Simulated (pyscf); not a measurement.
•O–Sn(OH)(OH)–OH + methane (CH₄) → HO–Sn(OH)(OH)–OH + methyl (CH₃•), a hydrogen abstraction (doublet surface; C–H broken, H–O formed). Single points on ωB97X-D3(BJ)/def2-SVP structures (PySCF, gas phase). Energies in kcal/mol from the separated reactants.

Small-basis levels: PySCF, no dispersion term, spherical d functions. AM1 to PM7: differences of heats of formation from MOPAC, which are fitted to 298 K values and so differ in kind from electronic energies by zero-point and thermal terms. GFN2-xTB: tblite. Open shells are spin-unrestricted. 

| level | barrier | reaction energy |
|---|---|---|
| HF/6-31G*+LANL2DZ | 26.2 | +0.2 |
| MP2/6-31G*+LANL2DZ | 8.6 | -13.1 |
| BP86/6-31G*+LANL2DZ | -3.0 | -7.3 |
| PBE/6-31G*+LANL2DZ | ___ | -7.1 |
| B3LYP/6-31G*+LANL2DZ | 2.6 | -6.1 |
| M06-2X/6-31G*+LANL2DZ | 2.8 | -8.2 |
| B3LYP/6-311+G**+LANL2DZ | 1.7 | -12.9 |
| GFN2-xTB | ___ | -19.6 |
| AM1 | 14.3 | -26.6 |
| PM3 | 14.5 | -20.0 |
| PM6 | -2.1 | -28.0 |
| PM7 | 8.8 | -19.5 |
| ωB97M-D3(BJ)/def2-TZVP | ___ | -11.8 |

Q: What belongs in the gaps?

A: 
- PBE/6-31G*+LANL2DZ, barrier: -4.4
- GFN2-xTB, barrier: -16.0
- ωB97M-D3(BJ)/def2-TZVP, barrier: 3.2

Against the last row the barrier runs from -19.2 (GFN2-xTB) to +23.0 kcal/mol (HF/6-31G*+LANL2DZ). At BP86/6-31G*+LANL2DZ, PBE/6-31G*+LANL2DZ, GFN2-xTB, PM6 this geometry lies under one side, so the entry may be no barrier of that level: it is a single point on another level's saddle. ωB97M-D3(BJ)/def2-TZVP has limits of its own. On the product side the descent ends in a complex (not fully relaxed), 4.6 kcal/mol under the separated species and 17.2 kcal/mol under the saddle at ωB97X-D3(BJ)/def2-TZVP. This is the saddle that the search found; another between the same sides may lie lower. The angle at the transferred H is 161°. In the def2 sets elements past Kr carry core potentials, without spin-orbit coupling.
